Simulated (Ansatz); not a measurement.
For pyrite PtSb2, PBE (plane waves, PAW; Ansatz, a quantum-chemistry and plane-wave program) gives:

```
Item                                                               Result
---------------------------------------------------------  --------------
lattice parameter a                                               6.553 Å
bulk modulus B0                                                   105 GPa
band gap at the measured cell (atoms relaxed with PBEsol)         0.00 eV
formation enthalpy                                         -0.467 eV/atom
```

**Question.** What does r²SCAN (Ansatz, plane waves, PAW) give for the same quantities?

**Answer.** 
- lattice constant a: 6.504 Å (shrinks by 0.7 %)
- bulk modulus: 116 GPa (grows by 10 %)
- band gap at the measured cell (atoms relaxed with PBEsol): 0.01 eV (hardly moves)
- formation enthalpy: -0.530 eV/atom (moves by -0.063 eV/atom)

For comparison: lattice constant a 6.44 Å (measured, temperature not stated, not corrected to a static lattice; as tabulated in Saeed et al. (2013), arXiv:1402.4256); band gap 0.11 eV (measured, low temperature, zero-point motion not removed; as tabulated in Saeed et al. (2013), arXiv:1402.4256).

Changes are worked out from the printed values.

Unless a cell is named, each level is at its own relaxed cell (PBE 23.45, r²SCAN 22.93 Å³/atom).

Levels without +SOC leave out spin–orbit coupling, which shifts energies and cells of such heavy elements.

Levels without +SOC have no spin–orbit coupling; where heavier elements are present it shifts gaps, mostly down, and can invert bands. A gap of zero means that the bands touch or overlap. Density-functional gaps are differences of (generalised) Kohn–Sham levels.

The crystal itself was run without spin with PBE, r²SCAN; a magnetic state was not tried in these runs.

Caveats: an element that serves as reference has a cell well above its measured volume (PBE). Ansatz's density-functional and Hartree–Fock values are scalar-relativistic unless marked +SOC, with PAW data made under PBE.
